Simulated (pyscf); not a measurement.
PySCF, gas phase, ωB97X-D3(BJ)/def2-SVP geometries.

Q: `[CH3][NH2]` + `[H]` [doublet] → `[CH3][NH]` [doublet] + `[H][H]`
Surface: doublet. Broken: H–N. Formed: H–H. Give ΔE‡ and ΔE from ωB97M-D3(BJ)/def2-TZVP, relative to the separated reactants.

A: ΔE‡ = 0.43 eV, ΔE = -0.09 eV. Zero-point energy shifts the barrier by -0.06 eV. It is a hydrogen abstraction, with an imaginary mode of 1500i cm⁻¹. H₃C–NH• lies 0.32 eV over its isomer •H₂C–NH₂ (electronic energy, ωB97M-D3(BJ)/def2-TZVP). One saddle was located; it need not be the lowest between these sides. The angle at the transferred H is 157°.
